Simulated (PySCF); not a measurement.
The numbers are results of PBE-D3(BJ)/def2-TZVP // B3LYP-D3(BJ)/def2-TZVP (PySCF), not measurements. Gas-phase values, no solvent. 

Reference species (SMILES): `N#[C]` (neutral, multiplicity 2).

```
Item                              Value
-----------------------------  --------
highest occupied spin orbital  -9.41 eV
```

Changed species: `C[C](C)C` (radical fragment; the reference has radical fragment).

Task: What does the change do to the highest occupied spin orbital?

Result: the highest occupied spin orbital rises by 5.69 eV, to -3.72 eV.
